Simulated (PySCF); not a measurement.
Two structures of SiNH₄Cl, closed shell, reached by relaxing down either side of one saddle point (PBE0-D4/def2-TZVP). Energies are electronic, without zero-point energy. Computed with PySCF 2.14 with density fitting (its default auxiliary sets; JK sets also for MP2 and CCSD(T)) (basis: def2-TZVPP and def2-QZVPP); correlated methods freeze the cores. Extrapolation: Hartree–Fock as exp(−7.88 √X), correlation as X^−2.97. First:

```
7
angstrom
Si -0.4493 -0.1194 0.4453
H -0.2373 0.5444 1.7487
N 0.6061 0.5783 -0.6914
H 1.5723 0.7400 -0.4566
H -1.8324 0.0114 -0.0596
Cl -0.1636 -2.1418 0.7903
H 0.4988 0.3831 -1.6739
```

Second:

```tsv
atom	x (Å)	y (Å)	z (Å)
Si1	-0.7210	-0.3139	-0.3845
H2	1.1300	0.6717	2.0319
N3	-0.1822	0.4514	-1.6537
H4	1.3233	1.0206	1.3993
H5	-1.7406	0.3065	0.4696
Cl6	-0.2769	-2.1538	0.3668
H7	0.5116	0.1106	-2.3022
```

Q: Which bonds change from the first to the second?

A: SiNH₄Cl ([NH2][SiH2][Cl]) → SiNH₂Cl ([NH][SiH][Cl]) + H₂; bonds formed: H2–H4; bonds broken: Si1–H2, N3–H4.

Q: Give the saddle point's structure and its height above each. (To be estimated.)

A: By the calculation: 81.25 kcal/mol above the first and 23.73 kcal/mol above the second (CCSD(T) at an estimated basis limit (MP2 extrapolated from triple and quadruple zeta, plus CCSD(T) − MP2 in triple zeta)).
Si1  (-0.432, -0.225, 0.038)
H2  (0.464, 0.608, 1.289)
N3  (0.730, 0.214, -0.981)
H4  (0.845, 0.793, 0.495)
H5  (-1.746, 0.416, 0.279)
Cl6  (-0.634, -2.083, 0.865)
H7  (0.773, 0.277, -1.984)
(Å)

No T1 diagnostic of these runs exceeds 0.017.

Labels in which every atom is bracketed show which atoms are joined, not bond orders.

For scale, one of the runs: CCSD(T)/def2-TZVPP, 171 basis functions, launched by `OMP_NUM_THREADS=4 python run.py`. Hardware: 4 CPU threads of an Arm Neoverse V2, shared host. Wall time 2.8 min; peak host memory 1.4 GiB.
